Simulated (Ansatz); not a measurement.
# AlCO (sextet): from Hartree-Fock to the top rungs, cc-pVTZ

How much of the correlation energy of AlCO (sextet) does each wave-function method recover here?

The runs use Ansatz 0.2.0, Gaussian basis; cc-pVTZ, core rule «outside noble gas», up to 7 orbitals frozen.

Plan: UHF; CCSD(T) on ROHF; CCSD(T) on UHF; BCCD(T) on ROHF; CCSDT(Q) on ROHF; CCSDT(Q) on UHF.

7 further runs of the same task are left out: 4 for a known fault of the program, 3 set aside as unsound or not needed.

### 1 The system

The geometry is a PBE0/def2-TZVP stationary point (not a proven minimum) of the parent state, kept for this charge and spin.

3 atoms, charge 0, spin multiplicity 6.

Atoms are counted from 1 here; the program's logs count them from 0.

Bond lengths: Al1–O2 1.815 Å, O2–C3 1.176 Å. Angles: Al1–O2–C3 180.0°.

### 2 UHF

File in.yaml:

```yaml
crystal:
  periodic: [false, false, false]
  atoms:
    - {symbol: Al, position_ang: [0.000000, 0.000000, 1.602200]}
    - {symbol: O, position_ang: [0.000000, 0.000000, -0.213200]}
    - {symbol: C, position_ang: [0.000000, 0.000000, -1.389000]}
basis:
  gaussian: {orbitals: cc-pVTZ}
magnetization: {spin_polarized: true, initial_magnetization: 5}
hamiltonian: {xc: hf}
output: {orbitals: {seedname: orbitals}}
```

Command:

```sh
ansatz run in.yaml --threads 1 --pin off --events-out ev --progress --plain --max-ram 2560MiB --backend cpu
```

The runs that follow: CCSD(T) on ROHF; CCSD(T) on UHF; BCCD(T) on ROHF; CCSDT(Q) on ROHF; CCSDT(Q) on UHF.

**Question.** What will the summary of the whole plan be? Wanted: UCCSDT(Q) below the RHF energy; RMP2 from UCCSDT(Q); UMP2 from UCCSDT(Q); RCCSD from UCCSDT(Q); RCCSD(T) from UCCSDT(Q); UCCSD(T) from UCCSDT(Q); RCCSDT(Q) from UCCSDT(Q); T1 diagnostic.

As calculated:

```
                         quantity                               value
   UCCSDT(Q) below the RHF energy                          -9.8311 eV
              RMP2 from UCCSDT(Q)                        +80.5 kJ/mol
              UMP2 from UCCSDT(Q)                        +77.3 kJ/mol
             RCCSD from UCCSDT(Q)                        +42.4 kJ/mol
          RCCSD(T) from UCCSDT(Q)                         +5.0 kJ/mol
          UCCSD(T) from UCCSDT(Q)                         +4.6 kJ/mol
         RCCSDT(Q) from UCCSDT(Q)                         +1.0 kJ/mol
levels within 1 kcal/mol (43 meV)  BCCD(T), RCCSDT, UCCSDT, RCCSDT(Q)
                    T1 diagnostic                               0.055
```

RCCSD(T) lands +5.0 kJ/mol from the yardstick (0.5 % of the correlation energy). These misses are within one basis, not against nature; the frozen cores of restricted and unrestricted runs differ, which can shift their rows.
